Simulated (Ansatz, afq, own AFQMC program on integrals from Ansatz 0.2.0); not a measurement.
## SiNH₃, singlet: AFQMC among the cluster methods

```tsv
atom	x (Å)	y (Å)	z (Å)
Si	0.0000	-0.0298	0.5045
N	0.0000	0.1142	-1.0818
H	0.0000	-1.2620	1.3427
H	0.0000	1.2045	1.3150
H	0.0000	-0.7003	-1.6823
```

Connectivity, by distances: SiH2–NH.

Basis cc-pVTZ. Noble-gas cores (and the filled d shells of Ga–Kr and In–Xe) are frozen. Integrals, coupled cluster, full CI and functionals: Ansatz 0.2.0; the random walks run on the same integrals in our own AFQMC program. The CISD trial takes its coefficients from CCSD amplitudes. Released means that phaseless walkers are propagated on without the constraint, phases kept. Free projection: walkers drawn from exp(T), propagated without any constraint. Its projection time is finite, and what remains of the start isn't in its error. Uncertainties: one standard error, sampling alone.

Determinant: UHF, the one that the program's search chose, which needn't be the lowest solution. The geometry is a PBE0/def2-TZVP stationary point of this or a neighbouring charge and spin state.

No full CI on the walks' own integrals is used here; CCSDT(Q) serves as the reference and is uncertain by about the last step of the cluster series.

Cautions: the determinant is a saddle point among determinants of its kind.

```
T1 diagnostic                               : 0.0188
weight of the determinant in the CISD state : 0.862
⟨S²⟩ of the determinant                     : 0.000
size of the correlated space                : 12 electrons in 100 orbitals
```

Reference: CCSDT(Q), correlation energy -10.147 eV. The released energy is read at 1.50 1/Eh (meV from the phaseless value at times in 1/Eh: -6 ± 5 at 0.24, -7 ± 6 at 0.50, -11 ± 6 at 1.00, -9 ± 8 at 1.50).

```csv
level,E − E(reference) (kJ/mol),share of correlation (%)
HF,979.1,0.00
MP2,96.2,90.18
CCSD,47.4,95.16
CCSD(T),4.8,99.51
CCSDT,3.3,99.66
ph-AFQMC/HF,-0.6 ± 2.6,100.06
ph-AFQMC/CISD,0.9 ± 0.7,99.91
released AFQMC,0.0 ± 0.8,100.00
free AFQMC,2.0 ± 1.6,99.79
```

Free projections are given only where their last times agree within the noise and don't stop above the reference; a slow remainder of the start can still hide under it. A walk keeps the symmetry of its determinant, which the program's search chose and which needn't be the lowest solution, so a lower state of the same spin and another symmetry isn't excluded. Released energies are given only where the last usable release times agree within the noise; a slower fall can still hide under it.
